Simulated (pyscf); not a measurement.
PySCF, gas phase, ωB97X-D3(BJ)/def2-SVP geometries.

**Question.** For H₂N–Si(F)(F)–F (SMILES N[Si](F)(F)F) + H• (SMILES [H]) → F–Si•(F)–F (SMILES F[Si](F)F) + NH₃ (SMILES N), a substitution at N (doublet surface; N–Si broken, H–N formed), PBE/def2-TZVP gives ΔE‡ = 0.48 eV and ΔE = +0.16 eV (zero: the separated reactants). In which direction and how far do B3LYP-D3(BJ)/def2-TZVP, M06-2X/def2-TZVP, ωB97M-D3(BJ)/def2-TZVP move these?

**Answer.** B3LYP-D3(BJ): ΔE‡ = 0.70 eV, ΔE = +0.24 eV; M06-2X: ΔE‡ = 1.03 eV, ΔE = +0.44 eV; ωB97M-D3(BJ): ΔE‡ = 0.99 eV, ΔE = +0.44 eV. PBE's barrier lies under all of them, by 0.22 to 0.55 eV. Its reaction energy lies under all of them, by 0.08 to 0.28 eV. Low barriers are usual for a GGA, whose delocalisation error favours stretched bonds. On the product side the descent ends in an adduct with a N–Si contact, 0.61 eV under the separated species and 1.24 eV under the saddle at ωB97X-D3(BJ)/def2-TZVP. What is counted as broken (N–Si) persists as a longer contact in the product adduct; parting that adduct is a step of its own. At ωB97X-D3(BJ) the barrier from the zero used here is 1.09 eV. Abstraction by the radical was not located in this set and often lies lower. One saddle was located; it need not be the lowest between these sides. The angle at the attacked N is 130°.
